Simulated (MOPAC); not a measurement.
MOPAC input (MNDO):

```
MNDO 1SCF UHF MS=0.5 GEO-OK AUX(PRECISION=9) THREADS=1
CH2F

C    -0.01056978 1    0.49778310 1    0.42770843 1
F     0.01210757 1   -0.48553006 1   -0.48251610 1
H    -0.98026178 1    0.69384468 1    0.86184822 1
H     0.93471233 1    0.68922727 1    0.91454611 1
```

Output:

```
 *******************************************************************************
 **                                                                           **
 **                              MOPAC v23.2.5                                **
 **                                                                           **
 *******************************************************************************
 ** MOPAC's Digital Object Identifier: https://doi.org/10.5281/zenodo.6511958 **
 **                                                                           **
 ** Please cite the open-source release paper for use of this MOPAC version:  **
 ** J. E. Moussa and J. J. P. Stewart (2026)                                  **
 ** MOPAC: An open-source semiempirical molecular orbital program             **
 ** J. Open Source Softw., 11(119), 8025, https://doi.org/10.21105/joss.08025 **
 *******************************************************************************

                              MNDO CALCULATION RESULTS

 *******************************************************************************
 *  MNDO       - The MNDO Hamiltonian to be used
 *  GEO-OK     - OVERRIDE INTERATOMIC DISTANCE AND OTHER SAFETY CHECKS
 *  UHF        - UNRESTRICTED HARTREE-FOCK CALCULATION
 *  MS=        - IN MECI, MAGNETIC COMPONENT OF SPIN =  0.5
 *  1SCF       - DO 1 SCF AND THEN STOP
 *  AUX        - OUTPUT AUXILIARY INFORMATION
 *******************************************************************************
MNDO 1SCF UHF MS=0.5 GEO-OK AUX(PRECISION=9) THREADS=1
 CH2F

   ATOM   CHEMICAL          X               Y               Z
  NUMBER   SYMBOL      (ANGSTROMS)     (ANGSTROMS)     (ANGSTROMS)

     1       C         -0.01056978  *   0.49778310  *   0.42770843  *
     2       F          0.01210757  *  -0.48553006  *  -0.48251610  *
     3       H         -0.98026178  *   0.69384468  *   0.86184822  *
     4       H          0.93471233  *   0.68922727  *   0.91454611  *

          CARTESIAN COORDINATES

    NO.       ATOM           X           Y           Z

     1         C         -0.0106      0.4978      0.4277
     2         F          0.0121     -0.4855     -0.4825
     3         H         -0.9803      0.6938      0.8618
     4         H          0.9347      0.6892      0.9145

  H: (MNDO): M.J.S. DEWAR, W. THIEL, J. AM. CHEM. SOC., 99, 4899, (1977)
  C: (MNDO): M.J.S. DEWAR, W. THIEL, J. AM. CHEM. SOC., 99, 4899, (1977)
  F: (MNDO): M.J.S. DEWAR, H.S. RZEPA, J. AM. CHEM. SOC., 100, 777, (1978)

           Empirical Formula: C H2 F  =     4 atoms

      MOLECULAR POINT GROUP   :   Cs

          UHF CALCULATION, NO. OF ALPHA ELECTRONS =    7
                           NO. OF BETA  ELECTRONS =    6

 -------------------------------------------------------------------------------
 MNDO 1SCF UHF MS=0.5 GEO-OK AUX(PRECISION=9) THREADS=1
 CH2F

     1SCF WAS SPECIFIED, SO BFGS WAS NOT USED
     SCF FIELD WAS ACHIEVED

                              MNDO CALCULATION
                                                       MOPAC v23.2.5 Linux

          FINAL HEAT OF FORMATION =        -31.93271 KCAL/MOL =    -133.60648 KJ/MOL

          COSMO AREA              =         62.27 SQUARE ANGSTROMS
          COSMO VOLUME            =         43.90 CUBIC ANGSTROMS

          IONIZATION POTENTIAL    =          9.945038 EV
          ALPHA SOMO LUMO (EV)    =         -9.945  3.662
          BETA  SOMO LUMO (EV)    =        -13.402  0.930
          NO. OF ALPHA ELECTRONS  =          7
          NO. OF BETA  ELECTRONS  =          6
          MOLECULAR WEIGHT        =         33.0252         POINT GROUP:  Cs

          MOLECULAR DIMENSIONS (Angstroms)

            Atom       Atom       Distance
            H     4    F     2     2.04525
            H     3    F     2     1.69263
            C     1    F     2     0.15304

          SCF CALCULATIONS        =          1

   ATOM   CHEMICAL          X               Y               Z
  NUMBER   SYMBOL      (ANGSTROMS)     (ANGSTROMS)     (ANGSTROMS)

     1       C         -0.01056978  *   0.49778310  *   0.42770843  *
     2       F          0.01210757  *  -0.48553006  *  -0.48251610  *
     3       H         -0.98026178  *   0.69384468  *   0.86184822  *
     4       H          0.93471233  *   0.68922727  *   0.91454611  *

                             CARTESIAN COORDINATES

   1    C       -0.010569780     0.497783100     0.427708430
   2    F        0.012107570    -0.485530060    -0.482516100
   3    H       -0.980261780     0.693844680     0.861848220
   4    H        0.934712330     0.689227270     0.914546110

           Empirical Formula: C H2 F  =     4 atoms

      MOLECULAR POINT GROUP   :   Cs

          ALPHA EIGENVALUES
 -46.35335 -26.69650 -17.68123 -17.53678 -16.62655 -13.52116  -9.94504   3.66152
   4.05560   5.08676

           BETA EIGENVALUES
 -45.86216 -25.40348 -17.47144 -17.38560 -15.72995 -13.40164   0.92970   4.31569
   4.48081   5.74248

              NET ATOMIC CHARGES AND DIPOLE CONTRIBUTIONS

  ATOM NO.   TYPE          CHARGE      No. of ELECS.   s-Pop       p-Pop
    1          C           0.064123        3.9359     1.27332     2.66256
    2          F          -0.196786        7.1968     1.88212     5.31467
    3          H           0.066332        0.9337     0.93367
    4          H           0.066332        0.9337     0.93367
 DIPOLE           X         Y         Z       TOTAL
 POINT-CHG.    -0.029     1.053     1.154     1.562
 HYBRID        -0.007    -0.098     0.250     0.269
 SUM           -0.036     0.955     1.404     1.698

          ATOMIC ORBITAL ELECTRON POPULATIONS

     Atom    s        px        py        pz
    1  C   1.27332   0.91648   0.86899   0.87709
    2  F   1.88212   1.97584   1.64695   1.69188
    3  H   0.93367
    4  H   0.93367

                    (SZ)    =    0.500000
                    (S**2)  =    0.755651

          ATOMIC ORBITAL SPIN POPULATIONS

    Atom   Total    s     px     py     pz
         Atomic
    1  C  1.0239  0.071  0.045  0.486  0.423
    2  F  0.0585  0.003  0.001  0.038  0.016
    3  H -0.0412 -0.041
    4  H -0.0412 -0.041

 **********************
 *                    *
 * JOB ENDED NORMALLY *
 *                    *
 **********************

 == MOPAC DONE ==
```

The geometry given is a B3LYP-D3(BJ)/def2-TZVP minimum.
